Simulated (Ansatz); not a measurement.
1T (CdI2-type) PtS₂, treated with HSE06-D3(BJ) (plane waves, PAW; Ansatz, an electronic-structure program).

Run with plane-wave cutoff 460 eV, 9×9×6 k mesh (along the axes of the cell as run), Fermi–Dirac smearing 0.01 eV, scalar-relativistic PAW data made under PBE.

Computed at the level's own relaxed cell.

**Question.** Give the computed lattice constant a, smallest direct gap on the k points sampled, band gap, c axis length and direct gap at Γ.

**Answer.** 
- lattice constant a = 3.533 Å
- smallest direct gap on the k points sampled = 1.69 eV
- band gap = 0.66 eV
- c axis length = 4.696 Å
- direct gap at Γ = 1.89 eV

Measured, for comparison: lattice constant a 3.542 Å (temperature not stated, no zero-point or thermal correction; as tabulated in Björkman (2014), arXiv:1406.2436); lattice parameter c 5.036 Å (temperature not stated, zero-point anharmonic expansion removed (computed with revB86b-DF2); no thermal correction; as tabulated in Björkman (2014), arXiv:1406.2436). Computed (rounded) less measured: lattice constant a -0.3 %, lattice parameter c -6.8 %.

Spin–orbit coupling is not included.

The computed numbers hold no vibrational or temperature effects.
